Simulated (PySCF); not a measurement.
Species: CH6Si.
Cartesian coordinates in Å at the PBE0-D3(BJ)/def2-TZVP level; atoms count from 1:
```
atom  x, y, z in Å
C1    -0.946   -0.077    0.241
Si2    0.860    0.065   -0.225
H3    -1.165    0.503    1.140
H4    -1.217   -1.117    0.434
H5    -1.581    0.296   -0.566
H6     1.190    1.457   -0.633
H7     1.178   -0.840   -1.363
H8     1.734   -0.305    0.921
```

Level of theory: TDDFT CAM-B3LYP/aug-cc-pVTZ, vertical, gas phase, core orbitals frozen in the response (PySCF). Isolated species at its PBE0-D3(BJ)/def2-TZVP geometry, gas phase.

Transition dipole moments from the ground state, in atomic units and in the frame of the coordinates above (overall signs are arbitrary), for the states with f of 0.002 or more among the lowest 9:

| state | E (eV) | μx | μy | μz |
| --- | --- | --- | --- | --- |
| S1 | 8.137 | 0.592 | 0.047 | -0.150 |
| S2 | 8.341 | -0.027 | -0.317 | -0.198 |
| S3 | 8.344 | 0.096 | -0.196 | 0.301 |
| S4 | 8.753 | -0.042 | -0.549 | -0.332 |
| S5 | 8.755 | 0.164 | -0.332 | 0.528 |
| S6 | 8.960 | -0.993 | -0.078 | 0.257 |
| S7 | 8.968 | 0.160 | 0.013 | -0.043 |
| S8 | 9.048 | -0.026 | -0.213 | -0.148 |
| S9 | 9.051 | 0.066 | -0.152 | 0.206 |

Q: What oscillator strength does each state have?

A: f = (2/3) ΔE |μ|² with ΔE in hartree (27.2114 eV).

```csv
state,|μ|² (au),|μ| (D),f
S1,0.375,1.56,0.075
S2,0.140,0.95,0.029
S3,0.138,0.94,0.028
S4,0.413,1.63,0.089
S5,0.417,1.64,0.089
S6,1.059,2.62,0.232
S7,0.028,0.42,0.006
S8,0.068,0.66,0.015
S9,0.070,0.67,0.015
```

Q: What angle do the transition dipoles of S1 and S6 make?

A: |cos θ| = |μa·μb| / (|μa| |μb|) = 1.00, so θ ≈ 0° (taken between 0 and 90°, since the signs are arbitrary).

Q: What peak molar absorption coefficient would the strongest computed level give as a lone Gaussian band 0.4 eV wide at half height?

A: ε(max) = 2.175×10⁸ f / FWHM, with the width in cm⁻¹. S6: 2.175×10⁸ × 0.2324 / 3226 ≈ 16000 L mol⁻¹ cm⁻¹.

S2/S3, S4/S5 and S8/S9 coincide within about 0.01 eV; within a degenerate level the directions of the single components are arbitrary.

Without π bonds the low states may be Rydberg-like; a valence basis with one diffuse set may place them up to an eV too high.
